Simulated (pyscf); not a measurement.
# Concerted two-bond exchange: `[O]=[P][SiH3]` + `[H][H]` -> `[O]=[PH]` + `[SiH4]`

Gas phase, singlet surface, charge 0. Bonds broken: P2–Si4, H3–H5. Bonds formed: P2–H3, Si4–H5. Optimised with ωB97X-D3(BJ)/def2-SVP in PySCF.

Transition state (Å):

```xyz
8

O      0.0989     0.2664     0.9734
P     -1.1719     0.0305     0.2305
H     -1.3517    -1.4673    -0.2398
Si    -0.8166     0.6665    -2.0372
H     -0.9118    -1.0270    -1.1105
H     -0.6814     2.1330    -1.8149
H      0.4202     0.1916    -2.7197
H     -2.0326     0.3898    -2.8562
```

One imaginary mode, 1185i cm⁻¹; descent along it reached the two sides named.

```tsv
bond	change	reactant side (Å)	saddle	product side
P2–Si4	breaks	2.326	2.382	3.4
H3–H5	breaks	0.761	1.070	2.7
P2–H3	forms	2.9	1.580	1.468
Si4–H5	forms	3.2	1.933	1.497
```

Electronic energies relative to the separated reactants (kcal/mol):

| level | barrier | reaction energy | reverse barrier |
|---|---|---|---|
| ωB97X-D3(BJ)/def2-TZVP | 15.2 | -3.2 | 18.5 |
| PBE/def2-TZVP | 8.3 | -2.8 | 11.0 |
| r²SCAN/def2-TZVP | 8.2 | -3.9 | 12.1 |
| B3LYP-D3(BJ)/def2-TZVP | 15.1 | -5.0 | 20.1 |
| PBE0-D3(BJ)/def2-TZVP | 8.7 | -4.0 | 12.7 |
| M06-2X/def2-TZVP | 16.0 | -5.3 | 21.3 |
| ωB97M-D3(BJ)/def2-TZVP | 15.3 | -7.0 | 22.3 |
| HF/def2-TZVP | 29.6 | -13.8 | 43.4 |

With ωB97M-D3(BJ)/def2-TZVP energies and thermal terms (ideal gas, 1 atm, RRHO with modes under 100 cm⁻¹ raised to 100, one conformer, R ln 2 for chiral ones without a mode under 150 cm⁻¹), in kcal/mol:

```
T (K)   ΔH‡   ΔG‡    ΔH    ΔG
-----  ----  ----  ----  ----
298    15.8  24.8  -5.9  -6.6
600    14.8  34.4  -7.4  -6.6
900    14.7  44.3  -8.4  -6.0
1200   14.8  54.1  -8.9  -5.1
```

This saddle turned up in a search for another step; its sides and bond changes are read from the two ends of the descent. O=P–SiH₃ lies 27.2 kcal/mol over its isomer HO–SiH=PH (electronic energy, ωB97M-D3(BJ)/def2-TZVP). This is the saddle that the search found; another between the same sides may lie lower.
